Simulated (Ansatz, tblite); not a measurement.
**The cluster Ca₂Cl₂+: one state, many levels**

Aim: run the doublet of the cluster Ca₂Cl₂+ at one geometry on many levels, and compare frontier levels, spin and run time.

Method: as each input shows; program: Ansatz 0.2.0, Gaussian basis.

Levels to be run: GFN1-xTB, GFN2-xTB, PBE-D4/def2-TZVP, r2SCAN-D4/def2-TZVP, BHLYP-D4/def2-TZVP, B97M-V/def2-TZVP, B2PLYP/def2-TZVP, revPBE-D4/def2-TZVP, ωB97X-V/def2-TZVP, PBE-D4/def2-SVP, PBE0-D4/def2-SVP, HF/STO-3G, HF/6-31G, B3LYP-D4/6-31G, CCSD(T)/def2-TZVPP, MP2/def2-TZVP, RPA/def2-TZVP.

1 further run of the same task is left out (set aside as unsound or not needed).

### 1 The relaxed structure

The doublet was relaxed beforehand with r2SCAN-D4/def2-TZVP. At that level it is the lowest of the isomers that a small search found.

4 atoms, charge 1, spin multiplicity 2.

Bond lengths: Ca1–Cl3 2.589 Å, Ca1–Cl4 2.589 Å, Ca2–Cl3 2.587 Å, Ca2–Cl4 2.587 Å. Angles: Cl3–Ca1–Cl4 86.5°, Cl3–Ca2–Cl4 86.6°, Ca1–Cl3–Ca2 93.4°, Ca1–Cl4–Ca2 93.4°.

The ion is computed in the gas phase, without counter-ions or solvent.

PBE0-D4/def2-TZVP was run before; its log isn't repeated, and its numbers join the tables.

### 2 GFN1-xTB

Tight binding, by tblite at 300 K electronic temperature and without a spin-polarisation term:

```python
tblite.interface.Calculator('GFN1-xTB', numbers, positions, charge=1, uhf=1).singlepoint()
```

Energy -258.9213 eV; 0.006 s.

### 3 GFN2-xTB

Tight binding, by tblite at 300 K electronic temperature and without a spin-polarisation term:

```python
tblite.interface.Calculator('GFN2-xTB', numbers, positions, charge=1, uhf=1).singlepoint()
```

Energy -265.3685 eV; 0.008 s.

### 4 PBE-D4/def2-TZVP

start.molden holds the orbitals of an earlier run on this state, given as this run's starting guess.

Contents of in.yaml:

```yaml
crystal:
  periodic: [false, false, false]
  atoms:
    - {symbol: Ca, position_ang: [0.824710, -0.443391, -1.635706]}
    - {symbol: Ca, position_ang: [-0.823266, 0.443801, 1.634913]}
    - {symbol: Cl, position_ang: [-0.864163, 1.329579, -0.795492]}
    - {symbol: Cl, position_ang: [0.862719, -1.329989, 0.796294]}
basis:
  gaussian: {orbitals: def2-TZVP, initial_orbitals: start.molden}
total_charge: 1
magnetization: {spin_polarized: true, initial_magnetization: 1}
hamiltonian: {xc: pbe, dispersion: d4}
scf: {omitted_lower_state_checks: [starts]}
output: {orbitals: {seedname: orbitals}}
```

The run is started by

```console
> ansatz run in.yaml --threads 4 --pin off --events-out ev --progress --plain --max-ram 3916MiB
```

The runs that follow: r2SCAN-D4/def2-TZVP; BHLYP-D4/def2-TZVP; B97M-V/def2-TZVP; B2PLYP/def2-TZVP; revPBE-D4/def2-TZVP; ωB97X-V/def2-TZVP; PBE-D4/def2-SVP; PBE0-D4/def2-SVP; HF/STO-3G; HF/6-31G; B3LYP-D4/6-31G; CCSD(T)/def2-TZVPP; MP2/def2-TZVP; RPA/def2-TZVP.

Q: Predict the results of all the runs planned. Wanted: gap in def2-TZVP, named functionals, smallest and largest; correlation energy, CCSD(T)/def2-TZVPP; correlation energy, MP2/def2-TZVP; ⟨S²⟩ in def2-TZVP, named functionals, smallest and largest; PBE0 total energy, smallest basis above largest.

The runs gave:

```
                                                  quantity                                   value
 gap in def2-TZVP, named functionals, smallest and largest  0.36 eV (revPBE-D4), 3.31 eV (ωB97X-V)
                    correlation energy, CCSD(T)/def2-TZVPP                               -23.20 eV
                         correlation energy, MP2/def2-TZVP                               -20.58 eV
⟨S²⟩ in def2-TZVP, named functionals, smallest and largest                            0.750, 0.751
           PBE0 total energy, smallest basis above largest          12.92 eV (def2-SVP, def2-TZVP)
```

In words: Over the named functionals in def2-TZVP the gap runs from 0.36 eV (revPBE-D4) to 3.31 eV (ωB97X-V); exact exchange widens it. Notes on CCSD(T)/def2-TZVPP: large T1 diagnostic.
